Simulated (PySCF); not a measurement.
**Boron: a sound run and one with changed settings**

Sound run: B [He] 2s2 2p1, B⁺ [He] 2s2. All numbers are calculated (PySCF 2.14, the non-relativistic Hamiltonian (point nucleus), in 6-31G*). The sound run starts from symmetry-adapted Hartree-Fock orbitals and uses a fine grid where one is needed.

A second run was set up differently.

```json
{"species": "B", "method": "UHF", "sound run (hartree)": "-24.52197", "changed run (hartree)": "-24.52197", "converged": "yes"}
{"species": "B", "method": "TPSS", "sound run (hartree)": "-24.65914", "changed run (hartree)": "-24.65890", "converged": "yes"}
{"species": "B", "method": "BP86", "sound run (hartree)": "-24.64068", "changed run (hartree)": "-24.64071", "converged": "yes"}
{"species": "B⁺", "method": "UHF", "sound run (hartree)": "-24.23404", "changed run (hartree)": "-24.23404", "converged": "yes"}
{"species": "B⁺", "method": "TPSS", "sound run (hartree)": "-24.34281", "changed run (hartree)": "-24.34168", "converged": "yes"}
{"species": "B⁺", "method": "BP86", "sound run (hartree)": "-24.32598", "changed run (hartree)": "-24.32592", "converged": "yes"}
```

Ionisation energy of B:

| method | sound run (eV) | changed run (eV) |
| --- | --- | --- |
| UHF | 7.835 | 7.835 |
| TPSS | 8.608 | 8.632 |
| BP86 | 8.563 | 8.566 |

Task: What was changed?
A. all electrons correlated in a valence basis
B. level shift left on
C. too few SCF iterations
D. radial grid too coarse

Result: D. It used radial step 0.3 in ln r (0.13 in the sound run). A coarse radial grid mis-integrates the density and the exchange-correlation energy, with errors of either sign; Hartree-Fock needs no grid.
